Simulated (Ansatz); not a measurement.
Cohesive energy (eV/atom) of solids drawn from the class of silicides and borides, at two levels: PBE (plane waves, PAW; Ansatz, a quantum-chemistry and plane-wave program), and PBEsol in Ansatz (PAW).

```tsv
solid	PBE	PBEsol
AlB2-type TiB₂	6.99	7.52
AlB2-type MgB₂	4.80	?
A15 Mo₃Si	6.19	6.95
CaB6-type CaB₆	6.04	6.42
antifluorite Mg₂Si	2.68	2.94
C11b WSi₂	6.18	6.80
AlB2-type ZrB₂	7.25	7.80
AlB2-type HfB₂	7.31	7.89
C11b MoSi₂	5.64	6.27
B20 (FeSi-type) MnSi	4.68	5.31
```

Estimate the withheld PBEsol value from the other rows.

One way: carry over the typical difference. The differences PBEsol − PBE of the other rows, in order: 0.26, 0.38, 0.53, 0.55, 0.58, 0.62, 0.63, 0.63, 0.76; median 0.58. AlB2-type MgB₂: 4.80 + (0.58) = 5.38 eV/atom; the run gives 5.16 eV/atom. The differences spread from 0.26 to 0.76, so such an estimate is rough.

Over all 10 rows PBEsol is the larger in 10.

Ansatz's runs of these crystals have no spin polarisation, but for B20 (FeSi-type) MnSi.

Density-functional runs with spin start from parallel moments for B20 (FeSi-type) MnSi.

Spin–orbit coupling is left out, also for the solids with elements from indium on (C11b WSi2, AlB2-type HfB2); its size isn't shown.

Free atoms are spin-polarised, in the lowest state found; at levels without +SOC their spin–orbit coupling is left out. Each level is taken at its own relaxed cell. Ansatz's density-functional and Hartree–Fock values are scalar-relativistic unless marked +SOC, with PAW data made under PBE.
